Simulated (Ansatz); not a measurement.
# CH₄ClSi+ (SMILES [SiH2+]CCl): one structure at several levels

The atoms stand at a structure displaced at random from a GFN2-xTB minimum. How far do the functionals agree with CCSD(T) there?

Program: Ansatz 0.2.0, Gaussian basis. Level of theory: single points in def2-TZVPP. These are calculated values, not measurements.

Correlated methods freeze the cores.

### Step 1. Starting geometry

SMILES `[SiH2+]CCl`, 7 atoms, charge 1, spin multiplicity 1.

Atoms are counted from 1 here; the program's logs count them from 0.

Bond lengths: Si1–C2 1.876 Å, Si1–H4 1.490 Å, Si1–H5 1.455 Å, C2–Cl3 1.831 Å, C2–H6 1.075 Å, C2–H7 1.095 Å. Angles: C2–Si1–H4 117.5°, C2–Si1–H5 120.1°, H4–Si1–H5 122.3°, Si1–C2–Cl3 103.0°, Si1–C2–H6 113.4°, Si1–C2–H7 114.9°, Cl3–C2–H6 105.0°, Cl3–C2–H7 109.5°, H6–C2–H7 110.2°.

Coordinates:

| atom | x (Å) | y (Å) | z (Å) |
| --- | --- | --- | --- |
| Si1 | -0.7875 | 0.3083 | -0.6600 |
| C2 | 0.6484 | -0.0197 | 0.5019 |
| Cl3 | 0.6015 | -1.8380 | 0.7141 |
| H4 | -1.5421 | -0.8699 | -1.1721 |
| H5 | -1.0875 | 1.6678 | -1.0824 |
| H6 | 0.4991 | 0.3797 | 1.4884 |
| H7 | 1.6294 | 0.2778 | 0.1176 |

### Step 2. CCSD(T)/def2-TZVPP

The input, run/in.yaml:

```yaml
crystal:
  periodic: [false, false, false]
  atoms:
    - {symbol: Si, position_ang: [-0.787500, 0.308300, -0.660000]}
    - {symbol: C, position_ang: [0.648400, -0.019700, 0.501900]}
    - {symbol: Cl, position_ang: [0.601500, -1.838000, 0.714100]}
    - {symbol: H, position_ang: [-1.542100, -0.869900, -1.172100]}
    - {symbol: H, position_ang: [-1.087500, 1.667800, -1.082400]}
    - {symbol: H, position_ang: [0.499100, 0.379700, 1.488400]}
    - {symbol: H, position_ang: [1.629400, 0.277800, 0.117600]}
basis:
  gaussian: {orbitals: def2-TZVPP}
total_charge: 1
correlation: {method: ccsd_t}
output: {forces: true}
```

No record of the launch command was kept for these runs.

### Step 3. PBE0-D4/def2-TZVPP

Edit run/in.yaml of step 2 so:

```diff
@@ -13,3 +13,3 @@
 total_charge: 1
-correlation: {method: ccsd_t}
-output: {forces: true}
+hamiltonian: {xc: pbe0, dispersion: d4}
+output: {forces: true, orbitals: {seedname: orbitals}}
```

### Step 4. wB97M-V/def2-TZVPP

Edit run/in.yaml of step 3 so:

```diff
@@ -13,3 +13,3 @@
 total_charge: 1
-hamiltonian: {xc: pbe0, dispersion: d4}
-output: {forces: true, orbitals: {seedname: orbitals}}
+hamiltonian: {xc: {name: wB97M-V}}
+output: {forces: true}
```

### Step 5. r2SCAN-D4/def2-TZVPP

Edit run/in.yaml of step 4 so:

```diff
@@ -13,3 +13,3 @@
 total_charge: 1
-hamiltonian: {xc: {name: wB97M-V}}
+hamiltonian: {xc: r2scan, dispersion: d4}
 output: {forces: true}
```

### Step 6. PBE-D4/def2-TZVPP

Edit run/in.yaml of step 5 so:

```diff
@@ -13,3 +13,3 @@
 total_charge: 1
-hamiltonian: {xc: r2scan, dispersion: d4}
+hamiltonian: {xc: pbe, dispersion: d4}
 output: {forces: true}
```

### Step 7. B97M-V/def2-TZVPP

Edit run/in.yaml of step 6 so:

```diff
@@ -13,3 +13,3 @@
 total_charge: 1
-hamiltonian: {xc: pbe, dispersion: d4}
+hamiltonian: {xc: {name: B97M-V}}
 output: {forces: true}
```

### Step 8. HSE06-D4/def2-TZVPP

Edit run/in.yaml of step 7 so:

```diff
@@ -13,3 +13,3 @@
 total_charge: 1
-hamiltonian: {xc: {name: B97M-V}}
+hamiltonian: {xc: hse06, dispersion: d4}
 output: {forces: true}
```

(Steps that only read results are left out.)

**Question.** What will these runs give? Wanted: energy less free atoms, CCSD(T)/def2-TZVPP; RMS force component; RMS force error; HOMO and LUMO, PBE0-D4; T1 diagnostic.

The runs gave:

| quantity | value |
| --- | --- |
| energy less free atoms, CCSD(T)/def2-TZVPP | -1306.4 kJ/mol |
| RMS force component | 0.458 to 0.565 eV/Å over the methods |
| RMS force error | PBE0-D4 0.136, wB97M-V 0.077, r2SCAN-D4 0.102, PBE-D4 0.178, B97M-V 0.100, HSE06-D4 0.134 eV/Å |
| HOMO and LUMO, PBE0-D4 | -13.54 and -9.52 eV |
| T1 diagnostic | 0.011 |

**Reading.** Against CCSD(T) the functionals' energies less atoms differ by -78.6 to -51.1 kJ/mol, PBE-D4 by -78.6 kJ/mol. A larger basis would deepen the CCSD(T) value, while the functionals are nearly converged already, so the order here is not reliable. On forces the order runs from wB97M-V to PBE-D4. Frozen-core CCSD(T) forces in triple zeta carry basis errors of their own, and this is one geometry, so small gaps rank nothing.
